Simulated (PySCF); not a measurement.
**Mg₂: one state, many levels of theory**

State: ¹Σg⁺ (singlet), closed shell. Set-up: Mg def2-TZVPP; no relativity (PySCF 2.14). De refers to Mg + Mg in their ground configurations, without counterpoise correction. Levels whose curve was spin-contaminated or gave no clean fit are not listed.

```
  Level  Re (Å)  ωe (cm⁻¹)  De (eV)  CPU s a point (SCF and correlation, without the integrals)
    PBE   3.514       99.9    0.137                                                        0.49
 revPBE   3.578       91.6    0.089                                                        0.32
   BP86   3.577       88.4    0.085                                                        0.32
 r²SCAN   3.520        101    0.122                                                        0.61
   PBE0   3.601       89.1    0.108                                                         1.4
r²SCAN0   3.610       90.2    0.102                                                        0.74
```

Question: What does a quarter of exact exchange do here, going from r²SCAN to r²SCAN0?

Answer: r²SCAN0 less r²SCAN: +9.0 pm in Re, -10.7 % in ωe, -0.02 eV in De. Exact exchange removes part of the self-interaction that spreads semilocal densities, and in most molecules shortens and stiffens the bond and lowers De; here Re and ωe go the other way.

Closed-shell solutions of metal pairs were not tested for spin polarisation, which can lower them a little. The bond is weak. Basis-set superposition, not corrected here, can be much of De in a small basis, most of all at correlated wavefunction levels. Functionals without a dispersion term scatter widely for such bonds, and LDA overbinds them.

The whole job (state search and all levels along the bond) took about 2.7 min on 1 thread of Intel Xeon Platinum 8259CL @ 2.50GHz (shared host), peak memory 1 GiB.
